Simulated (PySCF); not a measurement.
All values below come from PySCF with CAM-B3LYP-D3(BJ)/def2-TZVP. All species are isolated molecules in the gas phase. Delta-SCF ions had no search for a lower state. Excitations are Tamm–Dancoff values on a coarser integration grid. The basis has no diffuse functions, so Rydberg states are missing or too high.

Reference species (SMILES): `ClBCl` (neutral, multiplicity 1).

The LUMO is -0.56 eV and the brightest of the four lowest singlets (TDA) comes out as 7.21 eV. The vertical ionisation energy (Delta-SCF) is 11.87 eV. The T1 excitation (TDA) is 5.48 eV.

Changed species: `ClB(Cl)Cl` (3 of 3 H replaced by Cl; the reference has 2 of 3 H replaced by Cl).

Q: Give the shifts of the LUMO, brightest of the four lowest singlets (TDA), vertical ionisation energy (Delta-SCF) and T1 excitation (TDA).

A: the LUMO increases by 0.05 eV, to -0.51 eV; the brightest of the four lowest singlets (TDA) goes up by 0.17 eV, to 7.38 eV; the vertical ionisation energy (Delta-SCF) falls by 0.29 eV, to 11.58 eV; the T1 excitation (TDA) increases by 0.26 eV, to 5.74 eV.
